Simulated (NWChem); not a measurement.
System: Al cation, singlet

Program: NWChem. Low-valent species are run as closed-shell singlets; no triplet was tried in these runs. Total energies compare along this basis series because the functional is fixed.

| level | basis functions | energy (Ha) | highest occupied level (eV) | orbital gap (eV) |
|---|---|---|---|---|
| PBE/pcseg-1 | 18 | -241.9909 | -14.73 | 5.64 |
| PBE/aug-pcseg-1 | 27 | -241.9910 | -14.74 | 5.64 |
| PBE/pcseg-2 | 34 | -242.0098 | -14.77 | 5.71 |
| PBE/STO-3G | 9 | -239.1535 | -13.07 | 7.79 |
| PBE/def2-SVP | 18 | -241.9189 | -14.76 | 5.69 |
